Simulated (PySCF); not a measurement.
## C2H4Cl: g tensor and hyperfine couplings

C2H4Cl (doublet state).
Geometry (GFN2-xTB, Å), atoms numbered from 1 in this order:
```
atom  x, y, z in Å
C1    -0.8808   -0.1482   -0.0014
C2     0.4629    0.2970    0.1738
Cl3    1.6042   -0.8004   -0.8896
H4    -1.2599   -0.9731    0.5724
H5    -1.4640    0.1944   -0.8358
H6     0.6725    1.2884   -0.2162
H7     0.8684    0.1468    1.1698
```

The hyperfine couplings belong to this conformer and change with its torsions.

As a line formula: `[CH2]CCl` [radical].

Level of theory: PySCF 2.14.0, UKS B3LYP, pcH-1 on C Cl H, non-relativistic, mean-field spin-orbit, GIAO. Geometry: GFN2-xTB; no solvent, vibrations or thermal averaging. Couplings are sensitive to structure, and on GFN2-xTB geometries they can be far from those on DFT ones.

```
g1, g2, g3      : 2.00076, 2.00221, 2.00566
g_iso           : 2.00288
Form of g       : rhombic: the two nearest values differ by 29 % of g3 − g1
⟨S²⟩            : 0.7558 (exact 0.7500)
Total energy    : -538.77100 Eh
Basis functions : 125
```

Hyperfine couplings atom by atom, in MHz; T1 to T3 are the principal values of the dipolar part:

| atom | isotope | a_iso | of which spin–orbit | T1 | T2 | T3 | Mulliken spin population |
| --- | --- | --- | --- | --- | --- | --- | --- |
| C1 | 13C | 82.7 | 0.0 | -75.5 | -74.5 | 150.0 | 0.96 |
| C2 | 13C | -4.3 | -0.1 | -6.2 | 0.5 | 5.7 | -0.08 |
| Cl3 | 35Cl | 50.8 | 1.6 | -38.5 | -36.6 | 75.1 | 0.18 |
| H4 | 1H | -56.2 | 0.0 | -35.5 | -1.5 | 37.0 | -0.04 |
| H5 | 1H | -56.2 | 0.0 | -35.5 | -1.5 | 37.0 | -0.04 |
| H6 | 1H | 21.2 | 0.0 | -6.1 | -2.6 | 8.6 | 0.01 |
| H7 | 1H | 22.1 | 0.0 | -6.1 | -2.5 | 8.7 | 0.01 |

The Mulliken spin populations are largest on C1 (+0.96), Cl3 (+0.18) and C2 (-0.08). The angles at C1 add up to 358.9°, so it is planar; its axial dipolar tensor and the negative couplings of its protons fit spin in a p orbital normal to that plane.

Axes: g2 points within 13° of the C2–Cl3 bond.

Under fast tumbling the dipolar parts average out, and these isotropic splittings remain: 2 × 1H (H4/H5, I = 1/2, 3 lines) with 2.01 mT, 1 × 35Cl (Cl3, I = 3/2, 4 lines) with 1.81 mT and 2 × 1H (H6/H7, I = 1/2, 3 lines) with 0.77 mT.

Means are taken over nuclei equivalent by connectivity, which assumes that they swap fast.

Main isotope only: 35Cl (natural samples also hold 24 % 37Cl, magnetic too, which adds its own pattern).

The 13C coupling of C1 (82.7 MHz) shows only in satellite lines or after enrichment, since that isotope makes up about 1.07 % of natural carbon.
